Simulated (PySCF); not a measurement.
**Quadrupolar nuclei of `Fc1cscp1` in NMR**

Species: C3H2FPS.
Z-matrix (Å and degrees, PBE0-D3(BJ)/def2-SVP geometry), rows numbered from 1:
```
F 
C   1  1.3296
C   2  1.3660  1  120.77
S   3  1.7076  2  114.89  1  -179.92
C   4  1.7036  3   96.07  2    -0.10
P   5  1.7112  4  118.98  3    -0.02
H   3  1.0909  2  125.07  1    -0.00
H   5  1.0924  4  116.51  3   179.99
```

Computed at PBE0/pcSseg-1 (PySCF, non-relativistic):

```csv
atom,environment,nucleus,spin I,Q (b),CQ = χzz (MHz),η
S4,thiophene-type sulfur,33S,3/2,-0.0678,-28.279,0.478
```

Q: Recover the principal values of the field gradient from CQ = 234.96 MHz × Q × Vzz, η = (Vxx − Vyy)/Vzz and a zero trace.

A: The tensor is traceless, so η fixes the two smaller values:

```json
{"atom": "S4", "Vxx (au)": "-0.463", "Vyy (au)": "-1.312", "Vzz (au)": "1.775", "Vzz (10²¹ V/m²)": "17.25"}
```

Q: Give the quadrupolar product PQ = |CQ|√(1 + η²/3), the quadrupolar frequency νQ = 3|CQ|/[2I(2I − 1)] and the Larmor frequency ν0 = |g| × 7.62259 MHz/T × B at 21.15 T, with g(33S) = 0.42921.

A: 
| atom | PQ (MHz) | νQ (MHz) | ν0 (MHz) | νQ/ν0 |
| --- | --- | --- | --- | --- |
| S4 | 29.34 | 14.14 | 69.20 | 0.204 |

For S4: PQ = 28.28 × 1.0374, νQ = 28.28 × 0.5000, ν0 = 3.2717 MHz/T × 21.15 T.

Geometry: PBE0-D3(BJ)/def2-SVP; no solvent, vibrations or thermal averaging. The small basis limits the accuracy of the gradients.

These values come from a run that also computed NMR shieldings. On Arm Neoverse V2, one thread, no GPU, shared host, this took 12 s (grids of density and orbitals included) and 0.63 GiB of memory at its peak.
